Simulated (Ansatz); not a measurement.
Steps of a relaxation of `[OH2+][AlH3-]` with RKS PBE0-D4/def2-TZVP.

```sh
$ ansatz run in.yaml --threads 2 --pin off --events-out ev --progress --plain --max-ram 32768MiB --backend cpu
```

```yaml
crystal:
  periodic: [false, false, false]
  atoms:
    - {symbol: O, position_ang: [-0.165256, -1.170273, -0.159739]}
    - {symbol: Al, position_ang: [0.141858, 0.866365, -0.151570]}
    - {symbol: H, position_ang: [-0.985764, -1.387981, 0.325338]}
    - {symbol: H, position_ang: [0.554136, -1.644120, 0.302546]}
    - {symbol: H, position_ang: [0.340922, 1.217731, -1.705300]}
    - {symbol: H, position_ang: [-1.274919, 1.216366, 0.544751]}
    - {symbol: H, position_ang: [1.450324, 0.833912, 0.798274]}
basis:
  gaussian: {orbitals: def2-TZVP}
hamiltonian: {xc: pbe0, dispersion: d4}
relax: {f_tol: 0.005, max_steps: 150}
```

Positions (Å) and forces (eV/Å) along the path, 11 of 11 steps:

```xyz
7
step=1 energy=-8721.0246 eV
O    -0.165   -1.170   -0.160   -0.052   -0.403    0.721
Al    0.142    0.866   -0.152   -0.014   -0.049    0.038
H    -0.986   -1.388    0.325    0.512    0.204   -0.376
H     0.554   -1.644    0.303   -0.432    0.364   -0.359
H     0.341    1.218   -1.705   -0.025   -0.060    0.177
H    -1.275    1.216    0.545    0.159   -0.048   -0.085
H     1.450    0.834    0.798   -0.147   -0.008   -0.116
7
step=2 energy=-8721.0393 eV
O    -0.162   -1.162   -0.159   -0.018   -0.102    0.264
Al    0.141    0.865   -0.146   -0.012   -0.103   -0.011
H    -0.979   -1.374    0.314    0.111    0.072   -0.134
H     0.550   -1.625    0.304   -0.084    0.110   -0.128
H     0.335    1.200   -1.691   -0.003    0.007    0.019
H    -1.267    1.205    0.542    0.020    0.006   -0.004
H     1.442    0.823    0.790   -0.015    0.010   -0.007
7
step=3 energy=-8721.0412 eV
O    -0.160   -1.161   -0.155    0.002    0.038    0.041
Al    0.140    0.858   -0.147   -0.005   -0.041   -0.005
H    -0.979   -1.373    0.306   -0.041    0.010   -0.021
H     0.550   -1.621    0.306    0.045   -0.002   -0.015
H     0.333    1.199   -1.688    0.000    0.000   -0.010
H    -1.262    1.206    0.544   -0.012   -0.001    0.004
H     1.440    0.825    0.789    0.011   -0.004    0.005
7
step=4 energy=-8721.0415 eV
O    -0.157   -1.147   -0.143    0.005   -0.047    0.002
Al    0.139    0.859   -0.142    0.001   -0.005    0.005
H    -0.983   -1.389    0.289   -0.035    0.018   -0.001
H     0.553   -1.622    0.302    0.023    0.012   -0.004
H     0.328    1.184   -1.690    0.003    0.009    0.007
H    -1.261    1.220    0.548   -0.003    0.002   -0.002
H     1.442    0.826    0.790    0.006    0.010   -0.006
7
step=5 energy=-8721.0418 eV
O    -0.156   -1.154   -0.145    0.006    0.016   -0.012
Al    0.141    0.855   -0.143   -0.002    0.004   -0.016
H    -0.989   -1.380    0.284    0.013   -0.007    0.006
H     0.551   -1.621    0.314   -0.014   -0.006    0.009
H     0.327    1.192   -1.687   -0.002   -0.002    0.003
H    -1.261    1.209    0.549   -0.001   -0.001    0.005
H     1.448    0.830    0.784    0.000   -0.005    0.006
7
step=6 energy=-8721.0419 eV
O    -0.152   -1.153   -0.148   -0.004   -0.016    0.012
Al    0.141    0.854   -0.144    0.003    0.014   -0.004
H    -0.988   -1.379    0.274    0.002    0.001   -0.007
H     0.548   -1.614    0.327   -0.001    0.001   -0.004
H     0.323    1.194   -1.689   -0.001    0.000    0.003
H    -1.259    1.206    0.552    0.002    0.000    0.000
H     1.449    0.824    0.781   -0.002    0.000   -0.001
7
step=7 energy=-8721.0419 eV
O    -0.150   -1.154   -0.147    0.000   -0.001    0.000
Al    0.141    0.855   -0.144    0.000    0.000    0.000
H    -0.990   -1.382    0.266    0.001   -0.001   -0.001
H     0.547   -1.614    0.335   -0.002    0.000    0.000
H     0.320    1.195   -1.689    0.000    0.000    0.000
H    -1.257    1.208    0.555    0.000    0.001    0.000
H     1.451    0.825    0.779    0.000    0.001    0.000
7
step=8 energy=-8721.0419 eV
O    -0.147   -1.155   -0.146   -0.005   -0.006    0.008
Al    0.142    0.856   -0.144    0.001    0.001    0.002
H    -0.993   -1.387    0.252    0.009    0.004   -0.005
H     0.544   -1.612    0.347   -0.005    0.005   -0.003
H     0.315    1.195   -1.689    0.000   -0.001   -0.002
H    -1.254    1.210    0.558    0.001   -0.002    0.000
H     1.454    0.826    0.776   -0.002   -0.002    0.000
7
step=9 energy=-8721.0419 eV
O    -0.145   -1.155   -0.146    0.000   -0.007    0.011
Al    0.143    0.856   -0.144   -0.002   -0.009    0.001
H    -0.994   -1.387    0.245    0.013    0.003   -0.005
H     0.542   -1.609    0.355   -0.011    0.007   -0.007
H     0.312    1.196   -1.690    0.000    0.002   -0.001
H    -1.253    1.207    0.561    0.001    0.003    0.000
H     1.456    0.824    0.773   -0.001    0.001    0.000
7
step=10 energy=-8721.0419 eV
O    -0.145   -1.156   -0.146    0.000   -0.003    0.007
Al    0.142    0.855   -0.145    0.000   -0.002    0.003
H    -0.994   -1.387    0.246    0.006    0.001   -0.003
H     0.542   -1.609    0.355   -0.006    0.005   -0.004
H     0.313    1.197   -1.690    0.000    0.000    0.000
H    -1.253    1.208    0.561   -0.001    0.000   -0.001
H     1.455    0.824    0.774    0.001    0.000   -0.001
7
step=11 energy=-8721.0419 eV
O    -0.144   -1.155   -0.146    0.000    0.000    0.000
Al    0.142    0.855   -0.144    0.000    0.000    0.000
H    -0.994   -1.388    0.244    0.000    0.000    0.000
H     0.542   -1.608    0.356    0.000    0.000    0.000
H     0.312    1.196   -1.690    0.000    0.000    0.000
H    -1.253    1.208    0.561    0.000    0.000    0.000
H     1.456    0.824    0.773    0.000    0.000    0.000
```

Run time 18 s (2 threads of a server CPU on a shared host); peak host memory 0.18 GiB.
